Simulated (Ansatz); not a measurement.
Results of PBE0 in Ansatz (plane waves, PAW) for CsCl-type TlBr.

Excerpt of the program's output:

```
WARN output.stress: scf.exx.energy_threshold = 1e-6 eV is looser than the 2e-8 eV advised for a stress under a hybrid functional (1e-8 eV for each atom of the …
Crystal: 2 atoms, lattice volume = 65.394 Å³
Basis set: ecut = 460 eV, 1419 PW (Γ), exchange–correlation on 60×60×60 points (8 copies of the dense FFT grid, shifted against one another)
Bands: 14, of which v1, the nominal top of the filled ones, is band 10 counted from 1 (9 counted from 0)
Symmetry: 48 space group operations
Space group: Pm-3m (ITA 221), of the structure as read, at distance tolerance 4.0e-5 Å
k-points: 20 of 216
Functional: x = pbe(κ = 0.804, μ = 0.2195149727645171), c = pbe(β = 0.06672455060314922), warm-up for x = 0.75 pbe(κ = 0.804, μ = 0.2195149727645171) + 0.25 exact, c = pbe(β = 0.06672455060314922)
SCF iter   1: F=—  HF=-14229.004609 eV  |F-HF|=—  |Δ(HF+E_count)|=         —  Δρ=1.44e-3  dr2=2.45e-3
SCF iter   2: F=-14229.004083 eV  HF=-14229.004193 eV  |F-HF|=1.10e-4  |Δ(HF+E_count)|=   4.16e-4  Δρ=3.59e-4  dr2=1.66e-4
Crystal: 2 atoms, lattice volume = 65.394 Å³
Initial density: handed on by an earlier stage of this run
Functional: x = 0.75 pbe(κ = 0.804, μ = 0.2195149727645171) + 0.25 exact, c = pbe(β = 0.06672455060314922)
  ...
Crystal: 2 atoms, lattice volume = 65.394 Å³
SCF iter   4: F=—  HF=-14231.331442 eV  |F-HF|=—  |Δ(HF+E_count)|=   1.65e-8  Δρ=2.78e-6  dr2=2.93e-9
SCF iter   5: F=-14231.331442 eV  HF=-14231.331442 eV  |F-HF|=3.64e-12  |Δ(HF+E_count)|=   2.66e-9  Δρ=4.20e-7  dr2=8.96e-11
SCF 3 converged in 5 iterations: F = -14231.331442 eV  dr2 = 8.96e-11
Free energy (F): -14231.331443 eV
Internal energy: -14231.331443 eV  (E = F + TS)
E sigma→0 (E₀):  -14231.331443 eV
Fermi energy:    5.459949 eV
--- Stress (GPa, compression-positive) ---
       -0.001034      -0.000000       0.000000
       -0.000000      -0.001034       0.000000
        0.000000       0.000000      -0.001034
  P = ⅓ Tr σ = -0.0010 GPa (-0.010 kbar)
```

### Question
Write an input file that could have produced this run (the log leaves some choices open).

### Answer
This is not unique; one that fits is 
Ansatz 0.2 input:
```yaml
crystal:
  lattice:
    - [4.0288299321, 0.0, 0.0]
    - [0.0, 4.0288299321, 0.0]
    - [0.0, 0.0, 4.0288299321]
  atoms:
    - { symbol: Tl, position: [0.0, 0.0, 0.0] }
    - { symbol: Br, position: [0.5, 0.5, 0.5] }
basis:
  ecutwfc: 460
  ecutrho_ratio: 4
  xc_grid: 2
kpoints:
  mp_grid: { grid: [6, 6, 6] }
hamiltonian:
  xc: pbe0
  dispersion: none
  pseudopotentials: { kind: paw }
scf:
  occupations: { method: fermi_dirac, width: 0.01 }
  convergence: { dr2_threshold: 0.0000000002 }
output:
  forces: true
  stress: true
  eigenvalues: true
```

The PAW data were made under PBE.

The result took very roughly 70 core-seconds.

Ansatz is a program for electronic structure.
